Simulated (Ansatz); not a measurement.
# CH3N+ (doublet): from Hartree-Fock to the top rungs, def2-QZVPP

The task here is to estimate one member of a computed series from the others.

Method: def2-QZVPP, core rule «outside noble gas», up to 2 orbitals frozen; program: Ansatz 0.2.0, Gaussian basis.

The runs, in order: UHF; ROHF; CCSD(T) on UHF.

2 further runs of the same task are left out: 2 set aside as unsound or not needed.

### What is computed

The geometry is a PBE0/def2-TZVP stationary point (not a proven minimum) of the parent state, kept for this charge and spin.

5 atoms, charge 1, spin multiplicity 2.

Atoms are counted from 1 here; the program's logs count them from 0.

Bond lengths: N1–C2 1.365 Å, N1–H3 1.025 Å, C2–H4 1.090 Å, C2–H5 1.090 Å. Angles: C2–N1–H3 114.1°, N1–C2–H4 116.9°, N1–C2–H5 116.9°, H4–C2–H5 116.6°.

The first run:

Contents of in.yaml:

```yaml
crystal:
  periodic: [false, false, false]
  atoms:
    - {symbol: N, position_ang: [-0.136074, 0.000000, 0.665268]}
    - {symbol: C, position_ang: [0.113118, 0.000000, -0.676644]}
    - {symbol: H, position_ang: [0.707513, 0.000000, 1.248296]}
    - {symbol: H, position_ang: [-0.082257, 0.926855, -1.215074]}
    - {symbol: H, position_ang: [-0.082257, -0.926855, -1.215074]}
basis:
  gaussian: {orbitals: "def2-QZVPP.json"}
total_charge: 1
magnetization: {spin_polarized: true, initial_magnetization: 1}
hamiltonian: {xc: hf}
output: {orbitals: {seedname: orbitals}}
```

The run is started by

```sh
$ ansatz run in.yaml --threads 1 --pin off --events-out ev --progress --plain --max-ram 2393MiB
```

Steps of the session up to this table: UHF; ROHF; CCSD(T) on UHF.

One of the session's tables, all rows but one given; the rest of the session is left out.

| method | from UCCSD(T) (meV) |
| --- | --- |
| ROHF | +10312.1 |
| UHF | +10076.6 |
| UMP2 | ? |
| UCCSD | +424.6 |
| UCCSD(T) | 0 |

**Question.** Estimate the row for UMP2.

The run gave: from UCCSD(T) (meV): +1207.7. In the column «from UCCSD(T) (meV)» it lies between UCCSD (+424.6) and UHF (+10076.6).
